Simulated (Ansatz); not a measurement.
## How far each method lies from full CI for GaH4⁺, singlet

All five atoms lie in one plane.

Geometry: a point of a breathe scan, not a stationary point.

```yaml
atoms:
  - { symbol: Ga, position_ang: [0.0000, 0.0000, -0.1301] }
  - { symbol: H, position_ang: [0.0000, 3.5857, -0.4667] }
  - { symbol: H, position_ang: [0.0000, 0.9020, 4.9680] }
  - { symbol: H, position_ang: [0.0000, -3.5857, -0.4667] }
  - { symbol: H, position_ang: [0.0000, -0.9020, 4.9680] }
```

Basis cc-pVDZ; Ansatz 0.2.0. Correlated methods freeze the noble-gas cores and the filled d shells of p-block atoms, which leaves 6 electrons in 33 orbitals. Prefix R: restricted or restricted open-shell reference; prefix U: unrestricted. Active spaces: valence = (6e, 8o) chosen from the atoms' valence shells; pair = (2e, 2o) about the gap. No spin–orbit coupling is included, and no scalar relativity.

Full CI is exact within this basis and frozen core; it isn't the basis-set limit. The frozen core follows each run's orbitals, which can shift R against U totals by a few meV for light atoms and by up to 0.1 eV past Ca.

The UHF ⟨S²⟩ is 1.827. The T1 diagnostic (RCCSD) is 0.1266. The largest doubles amplitude (RCCSD) is 1.054.

```tsv
level	E − E(full CI) (kJ/mol)	share of correlation (%)	wall time
RHF	901.1	0.00	–
RMP2	120.7	86.60	–
CISD	198.3	77.99	0.72 s
RCCSD*	3.1	99.65	–
RCCSD(T)*	-10.2	101.13	2 s
BCCD(T)*	-0.6	100.07	2.1 s
RCCSDT*	-0.1	100.01	–
RCCSDT(Q)*	0.3	99.97	3.8 s
CASSCF (valence space)	10.9	98.79	–
NEVPT2 (valence space)	3.5	99.62	1.9 s
MRCISD (valence space)	0.3	99.96	–
MRCISD+Q (valence space)	0.3	99.97	2.5 s
MRCISD+Q(relaxed) (valence space)	0.0	100.00	2.7 s
```

An asterisk marks runs whose energy the program itself flagged as in doubt.

The correlation energy at full CI, counted from RHF, is -9.339 eV. That run took 43 s on 1 thread of Arm Neoverse V2, shared host over 7,516,932 determinants.

Run but not shown, since their state or frozen core can't be matched to the reference's or they repeat it: UHF, UMP2, UCCSD, UCCSD(T), UCCSDT, UCCSDT(Q), CASSCF (pair space), NEVPT2 (pair space), MRCISD (pair space), MRCISD+Q (pair space).

Times hold each run's SCF and search for its determinant on a shared host, so for small cases they say little of a method's own cost; they ran on 1 thread of Arm Neoverse V2.

Not variational, and here over 5 meV under the exact energy: RCCSD(T), BCCD(T).

The full-CI state has the irrep A1 of C2v, in the program's axes.

Natural occupations of full CI about the gap: 1.904 1.682 1.019 0.981 0.316 0.031 0.031 0.031 0.001 0.001; effectively unpaired electrons, Σ n²(2−n)², 2.61. No single determinant describes this state well, so single-reference rows can miss without a flag.
